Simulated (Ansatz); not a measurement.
# The cluster Ge₂O₂: single points with varied inputs

How do the results and run time of the cluster Ge₂O₂ respond when the settings are drawn wide?

Computed with Ansatz 0.2.0, Gaussian basis. Level: the settings change from run to run.

1 further run of the same task is left out (set aside as unsound or not needed). Runs told in other sessions of the task aren't counted.

**1. The molecule**

The structure was relaxed beforehand with PBE-D4/def2-SVP.

4 atoms, charge 0, spin multiplicity 1.

Atoms are counted from 1 here; the program's logs count them from 0.

Bond lengths: Ge1–O3 1.855 Å, Ge1–O4 1.855 Å, Ge2–O3 1.855 Å, Ge2–O4 1.855 Å. Angles: O3–Ge1–O4 86.1°, O3–Ge2–O4 86.1°, Ge1–O3–Ge2 93.9°, Ge1–O4–Ge2 93.9°.

**2. wB97/def2-mTZVPP**

Options: the search for lower states set to off.

The input, in.yaml:

```yaml
crystal:
  periodic: [false, false, false]
  atoms:
    - {symbol: Ge, position_ang: [0.123231, 1.288653, -0.402547]}
    - {symbol: Ge, position_ang: [-0.123673, -1.288415, 0.403183]}
    - {symbol: O, position_ang: [1.055963, 0.114522, 0.689878]}
    - {symbol: O, position_ang: [-1.055530, -0.114759, -0.690503]}
basis:
  gaussian: {orbitals: def2-mTZVPP}
hamiltonian: {xc: {name: wB97}}
scf: {lower_state_search: off}
output: {forces: true}
```

On the command line:

```sh
$ ansatz run in.yaml --threads 4 --pin off --events-out ev --progress --plain --max-ram 3916MiB
```

Log (excerpt; [...] marks lines left out):

```text
Functional definition: wB97
  name "wB97"
  cite "Chai & Head-Gordon, J. Chem. Phys. 128, 084106 (2008) doi:10.1063/1.2834918"
  cite "Becke, J. Chem. Phys. 107, 8554 (1997) doi:10.1063/1.475007"
[...]
  # The coefficients of nought are those of the uniform gas.
[...]
      + integral(e_c_pw_opposite_spin*poly(b97_u_opposite, 1, cos1, cos2, cos3, cos4))
[...]
988 factors; their error is unknown
389 factors; integrals over basis functions are off by at most 7.2e-6 eV
[...]
mean field -117141.43306701 eV, -4304.8682638973 hartree, gradient 1.9e-6 eV, S^2 0.000000; 0 other end points of the search recorded, 0 dependent functions left out
[...]
reference -117141.43305953 eV, -4304.8682636225 hartree; 40, 40 occupied and 80, 80 virtual orbitals, 988 factors
Total energy: -117141.43305953 eV, -4304.8682636225 hartree
Atom 0 at     0.123231     1.288653    -0.402547 Å, force    -0.069398    -0.732981     0.227903 eV/Å
Atom 1 at    -0.123673    -1.288415     0.403183 Å, force     0.070972     0.732123    -0.230167 eV/Å
Atom 2 at     1.055963     0.114522     0.689878 Å, force    -0.861485    -0.093032    -0.561546 eV/Å
Atom 3 at    -1.055530    -0.114759    -0.690503 Å, force     0.859911     0.093891     0.563810 eV/Å
Dipole moment:    -0.000177     0.000097     0.000255 e Å
Checks for a lower state left out: stability, starts, cluster_reference, orbital_swaps, neighbouring_geometries, increment
```

Wall time 1.6 s (4 threads of Arm Neoverse V2, shared host).

Largest force 1.033 eV/Å, dipole 0.00 D.

**3. CCSD(T)/ANO-RCC-VTZP**

This run has correlated electrons set to all.

Edit in.yaml of step 2 so:

```diff
@@ -8,5 +8,5 @@
 basis:
-  gaussian: {orbitals: def2-mTZVPP}
-hamiltonian: {xc: {name: wB97}}
-scf: {lower_state_search: off}
-output: {forces: true}
+  gaussian: {orbitals: ANO-RCC-VTZP}
+hamiltonian: {xc: {name: HF}}
+correlation: {method: ccsd_t, electrons: all}
+scf: {omitted_lower_state_checks: [starts]}
```

The command is unchanged.

Log (excerpt; [...] marks lines left out):

```text
Functional definition: HF
  name "HF"
  cite "Fock, Z. Phys. 61, 126 (1930) doi:10.1007/BF01340294"
  parent pbe
[...]
944 factors; integrals over basis functions are off by at most 6.9e-4 eV
[...]
mean field -118211.38637950 eV, -4344.1883228910 hartree, gradient 2.8e-6 eV, S^2 0.000000; 0 other end points of the search recorded, 0 dependent functions left out
reference -118211.38637950 eV, -4344.1883228910 hartree; 40, 40 occupied and 106, 106 virtual orbitals, 944 factors
second order -53.51353986 eV of doubles, -0.00000000 eV of singles
cycle   1  -47.58106755 eV  change     5.9e0 eV  update   1.9e-1
[...]
cycle  10  -49.55175316 eV  change   -8.2e-5 eV  update   1.3e-5
perturbative correction -1.30165532 eV, -0.0478349509 hartree
Total energy: -118262.23978798 eV, -4346.0571511832 hartree
Relativity: scalar
Checks for a lower state left out: starts
```

It took 21 s on 4 threads of Arm Neoverse V2, shared host; peak memory 1.1 GiB.

T1 0.013.

**4. SPW92/aug-cc-pVDZ**

This run has a grid of angular degree 23.

Edit in.yaml of step 3 so:

```diff
@@ -8,5 +8,4 @@
 basis:
-  gaussian: {orbitals: ANO-RCC-VTZP}
-hamiltonian: {xc: {name: HF}}
-correlation: {method: ccsd_t, electrons: all}
-scf: {omitted_lower_state_checks: [starts]}
+  gaussian: {orbitals: aug-cc-pVDZ, final_grid: {core_spheres: 8, valence_spheres: 7, degree: 23}}
+hamiltonian: {xc: {name: SPW92}}
+output: {forces: true}
```

The command is unchanged.

Log (excerpt; [...] marks lines left out):

```text
Functional definition: SPW92
  name "SPW92"
  cite "Dirac, Proc. Camb. Phil. Soc. 26, 376 (1930) doi:10.1017/S0305004100016108"
  cite "Slater, Phys. Rev. 81, 385 (1951) doi:10.1103/PhysRev.81.385"
  cite "Perdew & Wang, Phys. Rev. B 45, 13244 (1992) doi:10.1103/PhysRevB.45.13244"
[...]
1200 factors; their error is unknown
[...]
mean field -116931.15000192 eV, -4297.1405037904 hartree, gradient 1.5e-5 eV, S^2 0.000000; 0 other end points of the search recorded, 0 dependent functions left out
[...]
reference -116931.15004236 eV, -4297.1405052766 hartree; 40, 40 occupied and 78, 78 virtual orbitals, 1200 factors
Total energy: -116931.15004236 eV, -4297.1405052766 hartree
Atom 0 at     0.123231     1.288653    -0.402547 Å, force    -0.044904    -0.473086     0.147267 eV/Å
Atom 1 at    -0.123673    -1.288415     0.403183 Å, force     0.045706     0.472648    -0.148420 eV/Å
Atom 2 at     1.055963     0.114522     0.689878 Å, force    -0.177384    -0.018999    -0.115125 eV/Å
Atom 3 at    -1.055530    -0.114759    -0.690503 Å, force     0.176582     0.019437     0.116279 eV/Å
Dipole moment:    -0.000137     0.000075     0.000197 e Å
```

Run time: 0.55 s. Hardware: 4 threads of Arm Neoverse V2, shared host.

Largest force 0.498 eV/Å, dipole 0.00 D.

**5. wB97X/cc-pVTZ-DK**

Options: density fitting with def2-universal-jkfit.

Edit in.yaml of step 4 so:

```diff
@@ -8,4 +8,5 @@
 basis:
-  gaussian: {orbitals: aug-cc-pVDZ, final_grid: {core_spheres: 8, valence_spheres: 7, degree: 23}}
-hamiltonian: {xc: {name: SPW92}}
+  gaussian: {orbitals: cc-pVTZ-DK, fitting: {mean_field: def2-universal-jkfit}}
+hamiltonian: {xc: {name: wB97X}}
+scf: {omitted_lower_state_checks: [starts]}
 output: {forces: true}
```

Launched as before.

Log (excerpt; [...] marks lines left out):

```text
Functional definition: wB97X
  name "wB97X"
  cite "Chai & Head-Gordon, J. Chem. Phys. 128, 084106 (2008) doi:10.1063/1.2834918"
  cite "Becke, J. Chem. Phys. 107, 8554 (1997) doi:10.1063/1.475007"
[...]
  # The coefficients of nought are those of the uniform gas.
[...]
      + exact_x_lr(omega)
[...]
      + integral(e_c_pw_opposite_spin*poly(b97_u_opposite, 1, cos1, cos2, cos3, cos4))
[...]
686 factors; integrals over basis functions are off by at most 6.7e-1 eV
686 factors; integrals over basis functions are off by at most 2.0e-6 eV
[...]
mean field -118326.79146900 eV, -4348.4293817059 hartree, gradient 3.2e-5 eV, S^2 0.000000; 0 other end points of the search recorded, 0 dependent functions left out
[...]
reference -118326.79144083 eV, -4348.4293806705 hartree; 40, 40 occupied and 106, 106 virtual orbitals, 686 factors
Total energy: -118326.79144083 eV, -4348.4293806705 hartree
Relativity: scalar
Atom 0 at     0.123231     1.288653    -0.402547 Å, force    -0.101862    -1.072095     0.333889 eV/Å
Atom 1 at    -0.123673    -1.288415     0.403183 Å, force     0.103484     1.071210    -0.336223 eV/Å
Atom 2 at     1.055963     0.114522     0.689878 Å, force    -0.983264    -0.106240    -0.641108 eV/Å
Atom 3 at    -1.055530    -0.114759    -0.690503 Å, force     0.981642     0.107125     0.643442 eV/Å
Dipole moment:    -0.000182     0.000099     0.000262 e Å
Checks for a lower state left out: starts
```

Run time: 4.1 s. Hardware: 4 threads of Arm Neoverse V2, shared host.

Largest force 1.179 eV/Å, dipole 0.00 D.

**6. All runs side by side**

| level | charge | multiplicity | geometry | functions | energy (eV) | time |
| --- | --- | --- | --- | --- | --- | --- |
| wB97/def2-mTZVPP | 0 | 1 | relaxed | 120 | -117141.433 | 1.6 s |
| CCSD(T)/ANO-RCC-VTZP | 0 | 1 | relaxed | 146 | -118262.240 | 21 s |
| SPW92/aug-cc-pVDZ | 0 | 1 | relaxed | 118 | -116931.150 | 0.55 s |
| wB97X/cc-pVTZ-DK | 0 | 1 | relaxed | 146 | -118326.791 | 4.1 s |

**7. What came out**

| quantity | value |
| --- | --- |
| runs | 4 |
| quickest | SPW92/aug-cc-pVDZ, 0.55 s |
| slowest | CCSD(T)/ANO-RCC-VTZP, 21 s |
| spread of total energies, same state and geometry | 1395.6 eV |
| dipole, same state and geometry | 0.00 to 0.00 D |

In words: CCSD(T)/ANO-RCC-VTZP took 38 times as long as SPW92/aug-cc-pVDZ. The jobs differ in tasks and options as well as level. Total energies at one charge and spin differ by 1396 eV between levels, so only differences within one level mean anything. Some of these runs are scalar-relativistic and others not, which shifts the totals of all-electron atoms past neon by several eV an atom and more; core potentials, where a basis has them, take the core out of the total altogether. At the PBE-D4/def2-SVP geometry and in the same state, the sound runs without point charges leave forces up to 1.18 eV/Å (wB97X/cc-pVTZ-DK).
